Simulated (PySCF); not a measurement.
# C2H2F2O: the cost of one run

The runs use PySCF 2.14.0, with density-fitted response routines of our own; the level of theory stands in each step. All values are computed, except where a source is named. Atoms are numbered from 0 throughout.

## Step 1: The starting structure

7 atoms, charge 0, multiplicity 1; geometry from: GFN2-xTB.

Bonds of the start (Å): O0–C1 1.19, C1–C2 1.54, C2–F3 1.35, C2–F4 1.35, C1–H5 1.10, C2–H6 1.10.

## Step 2: Relaxing the molecule at PBE0-D3(BJ)/def2-SVP

What the job is given:

```
{"job": {"xc": "PBE0", "basis": "def2-SVP", "d3": "d3bj", "grid": 1, "kind": "geom"}, "charge": 0, "multiplicity": 1}
O      1.668637     0.211558     0.854545
C      0.913858    -0.061162    -0.024212
C     -0.613918     0.072231     0.093811
F     -1.181925    -1.132881    -0.139829
F     -1.060522     0.907681    -0.871733
H      1.227208    -0.435985    -1.012673
H     -0.950005     0.443463     1.073013
```

Command:

```bash
> OMP_NUM_THREADS=1 python probes_run.py task.json out
```

This one command runs all jobs of the session in turn.

Q: Estimate the wall time and peak memory of this first job on 1 thread of Arm Neoverse V1, shared host.

About 12 s, with a peak of 0.34 GiB.
